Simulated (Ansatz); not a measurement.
# C3H4 (propyne): a chain of runs

We compute a series of 26 runs (HF/STO-3G, UHF/STO-3G, HF/3-21G, UHF/3-21G, HF/6-31G*, UHF/6-31G*, B3LYP/6-31G*, UB3LYP/6-31G*, and more) of C3H4. 

The results are computed with Ansatz 0.2.0.

## Step 1: The system as given

The species is C3H4 (7 atoms), meant as a singlet with charge 0. As SMILES, `C#CC`. The shape is that of a PBE0-D4/def2-TZVP optimisation. The run starts from this shape.

Bond lengths: C1–C2 1.200 Å, C2–C3 1.449 Å, C1–H4 1.064 Å, C3–H5 1.093 Å, C3–H6 1.093 Å, C3–H7 1.093 Å. Angles: C1–C2–C3 180.0°, C2–C1–H4 180.0°, C2–C3–H5 110.9°, C2–C3–H6 110.9°, C2–C3–H7 110.9°, H5–C3–H6 108.0°, H5–C3–H7 108.0°, H6–C3–H7 108.0°.

## Step 2: A geometry optimisation at HF/STO-3G (paw set gaussian, start density atoms) (run 1)

The input, molecule.yaml:

```yaml
crystal:
  periodic: [false, false, false]
  atoms:
    - symbol: C
      position_ang: [-1.347190, -0.669570, -0.791960]
    - symbol: C
      position_ang: [-0.396330, -0.196990, -0.233110]
    - symbol: C
      position_ang: [0.752130, 0.373790, 0.442180]
    - symbol: H
      position_ang: [-2.190260, -1.088470, -1.287720]
    - symbol: H
      position_ang: [1.261230, 1.096880, -0.199350]
    - symbol: H
      position_ang: [0.449670, 0.887820, 1.357540]
    - symbol: H
      position_ang: [1.470770, -0.403460, 0.712420]
basis:
  gaussian:
    orbitals: STO-3G
hamiltonian:
  xc: hf
relax:
  f_tol: 0.002
output: {orbitals: {seedname: orbitals}}
```

Run with:

```bash
$ ansatz run molecule.yaml --threads 1 --pin off --max-ram 3480MiB --events-out events.jsonl --progress --plain --runs-dir runs
```

Output:

```text
Warning: RAYON_NUM_THREADS=1 ignored (pool sized by the plan → 1); use --threads N
The last accepted step is kept in runs//last_step.txt (removed where the run ends without a failure and the disk answers)
[... 43 lines left out ...]
Total energy: -3114.31547913 eV, -114.4489828991 hartree
[... 7 lines left out ...]
Dipole moment:     0.082327     0.040919     0.048398 e Å
```

Wall time 1.2 s (1 thread of Arm Neoverse V1, shared host); peak memory 0.082 GiB.

Steps, from the record of the run:

| step | energy from the first frame kept (eV) | largest force (eV/Å) |
| --- | --- | --- |
| 1 | 0.0000 | 6.0531 |
| 2 | -0.0829 | 2.1312 |
| 3 | -0.0965 | 0.2320 |
| 4 | -0.0701 | 1.6328 |
| 5 | -0.0970 | 0.0026 |

After the run. Bond lengths: C1–C2 1.170 Å, C2–C3 1.484 Å, C1–H4 1.064 Å, C3–H5 1.088 Å, C3–H6 1.088 Å, C3–H7 1.088 Å. Angles: C1–C2–C3 180.0°, C2–C1–H4 180.0°, C2–C3–H5 110.5°, C2–C3–H6 110.5°, C2–C3–H7 110.5°, H5–C3–H6 108.4°, H5–C3–H7 108.4°, H6–C3–H7 108.4°.

## Step 3: Vibrational wavenumbers at HF/STO-3G (paw set gaussian, start density atoms) (run 2)

The input, job.yaml:

```yaml
crystal:
  periodic: [false, false, false]
  atoms:
    - {symbol: C, position_ang: [-1.343512, -0.667714, -0.789848]}
    - {symbol: C, position_ang: [-0.416567, -0.207025, -0.244955]}
    - {symbol: C, position_ang: [0.759597, 0.377504, 0.446575]}
    - {symbol: H, position_ang: [-2.186304, -1.086541, -1.285392]}
    - {symbol: H, position_ang: [1.262594, 1.096758, -0.196963]}
    - {symbol: H, position_ang: [0.452430, 0.888067, 1.357315]}
    - {symbol: H, position_ang: [1.471781, -0.401049, 0.713266]}
basis:
  gaussian:
    orbitals: STO-3G
hamiltonian:
  xc: hf
phonons:
  temperatures: {t_min: 298.15, t_max: 298.15, t_step: 1}
```

Run with:

```bash
$ ansatz run job.yaml --threads 1 --pin off --max-ram 3480MiB --events-out events.jsonl --progress --plain --runs-dir runs
```

Output:

```text
Warning: RAYON_NUM_THREADS=1 ignored (pool sized by the plan → 1); use --threads N
[... 232 lines left out ...]
Total energy: -3114.31547750 eV, -114.4489828393 hartree
[... 7 lines left out ...]
Dipole moment:     0.082328     0.040919     0.048398 e Å
Vibrations: 425.28 425.29 943.79 943.82 1063.74 1260.19 1260.20 1713.33 1803.17 1803.18 2702.61 3560.86 3733.85 3733.86 3951.15 cm⁻¹, zero-point energy 1.817877 eV
```

Run time: 6.3 s. Hardware: 1 thread of Arm Neoverse V1, shared host; peak memory 0.082 GiB.

Runs 3 to 22 aren't shown in full; the table further down has their settings and results.

## Step 4: A structure relaxation at CCSD(T)/cc-pVDZ (paw set gaussian, start density atoms) (run 23)

The input, job.yaml:

```yaml
crystal:
  periodic: [false, false, false]
  atoms:
    - {symbol: C, position_ang: [-1.347190, -0.669570, -0.791960]}
    - {symbol: C, position_ang: [-0.396330, -0.196990, -0.233110]}
    - {symbol: C, position_ang: [0.752130, 0.373790, 0.442180]}
    - {symbol: H, position_ang: [-2.190260, -1.088470, -1.287720]}
    - {symbol: H, position_ang: [1.261230, 1.096880, -0.199350]}
    - {symbol: H, position_ang: [0.449670, 0.887820, 1.357540]}
    - {symbol: H, position_ang: [1.470770, -0.403460, 0.712420]}
basis:
  gaussian:
    orbitals: cc-pVDZ
correlation:
  method: ccsd_t
scf:
  omitted_lower_state_checks: [cluster_reference]
accuracy: high
output: {orbitals: {seedname: orbitals}}
relax:
  f_tol: 0.002
```

Run with:

```bash
$ ansatz run job.yaml --threads 1 --pin off --max-ram 3480MiB --events-out events.jsonl --progress --plain --runs-dir runs
```

Output:

```text
Warning: RAYON_NUM_THREADS=1 ignored (pool sized by the plan → 1); use --threads N
[... 1 set-up line as earlier in the session ...]
[... 41 lines left out ...]
3 core orbitals not correlated: weight in the atoms' cores, before any rotation towards them, 1.000 or more for the frozen orbitals, at most 0.000 for the correlated occupied ones
[... 57 lines left out ...]
3 core orbitals not correlated: weight in the atoms' cores, before any rotation towards them, 1.000 or more for the frozen orbitals, at most 0.000 for the correlated occupied ones
[... 57 lines left out ...]
3 core orbitals not correlated: weight in the atoms' cores, before any rotation towards them, 1.000 or more for the frozen orbitals, at most 0.000 for the correlated occupied ones
[... 34 lines left out ...]
Dipole moment:     0.109639     0.054495     0.064451 e Å
Checks for a lower state left out: cluster_reference
```

Wall time 92 s (1 thread of Arm Neoverse V1, shared host); peak memory 0.38 GiB.

The path in brief:

| step | energy from the first frame kept (eV) | largest force (eV/Å) |
| --- | --- | --- |
| 1 | 0.0000 | 2.5782 |
| 2 | -0.0707 | 0.3966 |
| 3 | -0.0730 | 0.1322 |
| 4 | -0.0732 | 0.0267 |
| 5 | -0.0732 | 0.0004 |

After the run. Bond lengths: C1–C2 1.229 Å, C2–C3 1.479 Å, C1–H4 1.079 Å, C3–H5 1.105 Å, C3–H6 1.105 Å, C3–H7 1.105 Å. Angles: C1–C2–C3 180.0°, C2–C1–H4 180.0°, C2–C3–H5 110.6°, C2–C3–H6 110.6°, C2–C3–H7 110.6°, H5–C3–H6 108.3°, H5–C3–H7 108.3°, H6–C3–H7 108.3°.

Runs 24 to 25 aren't shown in full; the table further down has their settings and results.

## Step 5: The harmonic vibrations at CCSD/cc-pVDZ (paw set gaussian, start density atoms) (run 26)

The input, run.yaml:

```yaml
crystal:
  periodic: [false, false, false]
  atoms:
    - {symbol: C, position_ang: [-1.371228, -0.681496, -0.806123]}
    - {symbol: C, position_ang: [-0.401908, -0.199741, -0.236342]}
    - {symbol: C, position_ang: [0.768489, 0.381923, 0.451805]}
    - {symbol: H, position_ang: [-2.224763, -1.105648, -1.308016]}
    - {symbol: H, position_ang: [1.279474, 1.111415, -0.199585]}
    - {symbol: H, position_ang: [0.458495, 0.899942, 1.375458]}
    - {symbol: H, position_ang: [1.491461, -0.406395, 0.722803]}
basis:
  gaussian:
    orbitals: cc-pVDZ
correlation:
  method: ccsd
accuracy: high
scf:
  omitted_lower_state_checks: [cluster_reference]
phonons:
  temperatures: {t_min: 298.15, t_max: 298.15, t_step: 1}
```

Run with:

```bash
$ ansatz run run.yaml --threads 1 --pin off --max-ram 3480MiB --events-out events.jsonl --progress --plain --runs-dir runs
```

Output:

```text
Warning: RAYON_NUM_THREADS=1 ignored (pool sized by the plan → 1); use --threads N
[... 118 lines left out ...]
3 core orbitals not correlated: weight in the atoms' cores, before any rotation towards them, 1.000 or more for the frozen orbitals, at most 0.000 for the correlated occupied ones
[... 267 lines left out ...]
3 core orbitals not correlated: weight in the atoms' cores, before any rotation towards them, 1.000 or more for the frozen orbitals, at most 0.000 for the correlated occupied ones
[... 267 lines left out ...]
3 core orbitals not correlated: weight in the atoms' cores, before any rotation towards them, 1.000 or more for the frozen orbitals, at most 0.000 for the correlated occupied ones
[... 267 lines left out ...]
3 core orbitals not correlated: weight in the atoms' cores, before any rotation towards them, 1.000 or more for the frozen orbitals, at most 0.000 for the correlated occupied ones
[... 250 lines left out ...]
Dipole moment:     0.108400     0.053880     0.063722 e Å
[... 1 line left out ...]
Checks for a lower state left out: cluster_reference
```

Run time: 7.7 min. Hardware: 1 thread of Arm Neoverse V1, shared host; peak memory 0.33 GiB.

## Step 6: All runs side by side

| run | level | task | walk f tol | partner | energy (Eh) | dipole moment (D) | wall time |
| --- | --- | --- | --- | --- | --- | --- | --- |
| 1 | HF/STO-3G (paw set gaussian, start density atoms) | optimise | 0.002 | base | -114.448983 | 0.50 | 1.2 s |
| 2 | HF/STO-3G (paw set gaussian, start density atoms) | frequencies | – | base | -114.448983 | 0.50 | 6.3 s |
| 3 | UHF/STO-3G (paw set gaussian, start density atoms) | energy | – | cation | -114.143176 | – | 0.63 s |
| 4 | UHF/STO-3G (paw set gaussian, start density atoms) | optimise | – | cation | -114.159881 | – | 2.3 s |
| 5 | HF/3-21G (paw set gaussian, start density atoms) | optimise | 0.002 | base | -115.225377 | 0.71 | 1.5 s |
| 6 | HF/3-21G (paw set gaussian, start density atoms) | frequencies | – | base | -115.225377 | 0.71 | 8.1 s |
| 7 | UHF/3-21G (paw set gaussian, start density atoms) | energy | – | cation | -114.880215 | – | 1.1 s |
| 8 | UHF/3-21G (paw set gaussian, start density atoms) | optimise | – | cation | -114.885984 | – | 4.5 s |
| 9 | HF/6-31G* (Cartesian functions, paw set gaussian, start density atoms) | optimise | 0.002 | base | -115.864319 | 0.64 | 3.3 s |
| 10 | HF/6-31G* (Cartesian functions, paw set gaussian, start density atoms) | frequencies | – | base | -115.864319 | 0.64 | 18 s |
| 11 | UHF/6-31G* (Cartesian functions, paw set gaussian, start density atoms) | energy | – | cation | -115.533284 | – | 5.1 s |
| 12 | UHF/6-31G* (Cartesian functions, paw set gaussian, start density atoms) | optimise | – | cation | -115.538596 | – | 8.4 s |
| 13 | B3LYP/6-31G* (Cartesian functions, paw set gaussian, start density atoms) | optimise | 0.002 | base | -116.653270 | 0.69 | 7.2 s |
| 14 | B3LYP/6-31G* (Cartesian functions, paw set gaussian, start density atoms) | frequencies | – | base | -116.653270 | 0.69 | 38 s |
| 15 | UB3LYP/6-31G* (Cartesian functions, paw set gaussian, start density atoms) | energy | – | cation | -116.283190 | – | 20 s |
| 16 | UB3LYP/6-31G* (Cartesian functions, paw set gaussian, start density atoms) | optimise | – | cation | -116.288975 | – | 46 s |
| 17 | PBE/def2-SVP (paw set gaussian, start density atoms) | optimise | 0.002 | base | -116.404471 | 0.81 | 7.2 s |
| 18 | PBE/def2-SVP (paw set gaussian, start density atoms) | frequencies | – | base | -116.404471 | 0.81 | 29 s |
| 19 | MP2/6-31G* (Cartesian functions, paw set gaussian, start density atoms) | optimise | 0.002 | base | -116.241811 | 0.61 | 4.5 s |
| 20 | MP2/6-31G* (Cartesian functions, paw set gaussian, start density atoms) | frequencies | – | base | -116.241811 | 0.61 | 29 s |
| 21 | UMP2/6-31G* (Cartesian functions, paw set gaussian, start density atoms) | energy | – | cation | -115.867300 | – | 8.1 s |
| 22 | UMP2/6-31G* (Cartesian functions, paw set gaussian, start density atoms) | optimise | – | cation | -115.871515 | – | 17 s |
| 23 | CCSD(T)/cc-pVDZ (paw set gaussian, start density atoms) | optimise | 0.002 | base | -116.317542 | 0.66 | 92 s |
| 24 | CCSD(T)/cc-pVDZ (paw set gaussian, start density atoms) | frequencies | – | base | -116.317542 | 0.66 | 11 min |
| 25 | CCSD/cc-pVDZ (paw set gaussian, start density atoms) | optimise | 0.002 | base | -116.301138 | 0.66 | 68 s |
| 26 | CCSD/cc-pVDZ (paw set gaussian, start density atoms) | frequencies | – | base | -116.301138 | 0.66 | 7.7 min |

## Step 7: Results

```
                                                                             quantity          value
                                                   run 26, CCSD/cc-pVDZ: total energy  -116.30114 Eh
                             run 26, CCSD/cc-pVDZ: dipole moment (correlated density)         0.66 D
                    run 26, CCSD/cc-pVDZ: correlation energy (3 core orbitals frozen)     -429.1 mEh
                                                  run 26, CCSD/cc-pVDZ: T1 diagnostic          0.011
                                       run 26, CCSD/cc-pVDZ: largest force on an atom     0.001 eV/Å
                                     run 26, CCSD/cc-pVDZ: lowest harmonic wavenumber       328 cm⁻¹
                                    run 26, CCSD/cc-pVDZ: highest harmonic wavenumber      3478 cm⁻¹
                                              run 26, CCSD/cc-pVDZ: zero-point energy   146.2 kJ/mol
                        vertical ionisation energy (to the doublet cation), HF/STO-3G       8.321 eV
                         vertical ionisation energy (to the doublet cation), HF/3-21G       9.392 eV
                        vertical ionisation energy (to the doublet cation), HF/6-31G*       9.008 eV
                     vertical ionisation energy (to the doublet cation), B3LYP/6-31G*      10.070 eV
                       vertical ionisation energy (to the doublet cation), MP2/6-31G*      10.191 eV
    adiabatic ionisation energy (to the doublet cation, no zero-point term), HF/3-21G       9.235 eV
adiabatic ionisation energy (to the doublet cation, no zero-point term), B3LYP/6-31G*       9.913 eV
  adiabatic ionisation energy (to the doublet cation, no zero-point term), MP2/6-31G*      10.076 eV
```

What this shows: At HF/STO-3G: the vertical ionisation energy comes to 8.32 eV (803 kJ/mol). In a minimal basis such a difference can be off by several eV, whatever the method. At HF/3-21G: the vertical ionisation energy comes to 9.39 eV (217 kcal/mol). At HF/6-31G*: the vertical ionisation energy comes to 9.01 eV (208 kcal/mol). At B3LYP/6-31G*: removing an electron at fixed nuclei costs 10.07 eV (972 kJ/mol). At MP2/6-31G*: removing an electron at fixed nuclei costs 10.19 eV (983 kJ/mol). Totals of different functionals can't be ranked against each other. In runs 1, 2, 3, 4 the basis is minimal, so the values are rough. All runs together took 26 min, the longest 11 min.
